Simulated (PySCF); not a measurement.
vinylsilane, optimised at B3LYP/6-31G*:

```xyz
9

C      1.5099    -0.1317    -0.2790
C      0.4904     0.0944     0.5595
Si    -1.3074     0.0420     0.0425
H      1.3524    -0.3637    -1.3309
H      2.5493    -0.0956     0.0454
H      0.7283     0.3212     1.6009
H     -2.0605    -0.9882     0.8117
H     -1.3894    -0.2829    -1.4077
H     -1.9766     1.3513     0.2829
```

Method: PySCF energies (xtb for GFN2) plus ideal-gas RRHO corrections (1 bar). 6-31G* has spherical d functions here. All species are closed-shell singlets. B3LYP is the form with VWN-RPA correlation.

**Question.** List the harmonic frequencies (cm⁻¹, unscaled) at this level and at the other levels, each on its own geometry.

**Answer.** 
- B3LYP/6-31G*: 147, 278, 428, 620, 719, 722, 942, 945, 969, 991, 1041, 1050, 1307, 1464, 1680, 2237, 2238, 2250, 3130, 3144, 3217
- GFN2-xTB: 83, 293, 410, 543, 599, 712, 784, 789, 795, 920, 1009, 1030, 1277, 1424, 1671, 2237, 2245, 2266, 3019, 3067, 3096
- HF/6-31G*: 152, 303, 466, 665, 770, 787, 1031, 1037, 1057, 1122, 1122, 1147, 1416, 1577, 1818, 2359, 2368, 2376, 3299, 3318, 3389
- PBE/def2-SVP: 135, 265, 410, 596, 687, 694, 890, 900, 919, 942, 982, 1005, 1232, 1371, 1621, 2154, 2154, 2169, 3047, 3063, 3140
- PBE0/def2-TZVP: 143, 269, 424, 619, 713, 719, 925, 934, 953, 1003, 1026, 1047, 1292, 1442, 1672, 2215, 2218, 2227, 3129, 3141, 3214
